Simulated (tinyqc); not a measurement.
A ladder of methods, and size consistency: correlation methods against full CI in the sto-6g basis, for HF, spin multiplicity 1. Computed by the program tinyqc with PySCF. All electrons correlated; +Q is the Davidson correction (1 - c0^2) E_corr. The last columns treat two copies 100 angstrom apart as one system. FCI is the lowest singlet.

Geometry (angstrom):

| atom | x | y | z |
|---|---|---|---|
| F | 0.0000 | 0.0000 | 0.0000 |
| H | 0.0000 | 0.0000 | 0.9060 |

RHF energy of one = -99.498518 hartree

Correlation energies (hartree):

| method | E_corr of one | share of FCI (%) | E_corr of two at 100 angstrom | two minus twice one (mhartree) |
|---|---|---|---|---|
| MP2 | -0.01693 | 67.325 | -0.03386 | 0.000 |
| CISD | -0.02514 | 100.000 | -0.04958 | 0.707 |
| CISD+Q | -0.02551 | 101.447 | -0.05095 | 0.062 |
| CCSD | -0.02514 | 100.000 | -0.05029 | 0.000 |
| CCSD(T) | -0.02514 | 100.000 | -0.05029 | 0.000 |
| FCI | -0.02514 | 100.000 | - | - |

What does the comparison show, and why?

MP2 recovers 67 %, CISD 100.0 % and CCSD 100.0 % of the FCI value (c0^2 = 0.986 in CISD). MP2 and coupled cluster are size consistent, so their last column vanishes; CISD loses 0.71 mhartree, since a double excitation on each copy is a quadruple of the pair, and the Davidson correction leaves +0.06. With two electrons, or one virtual orbital, CISD and CCSD are exact for one copy, so +Q overshoots there.
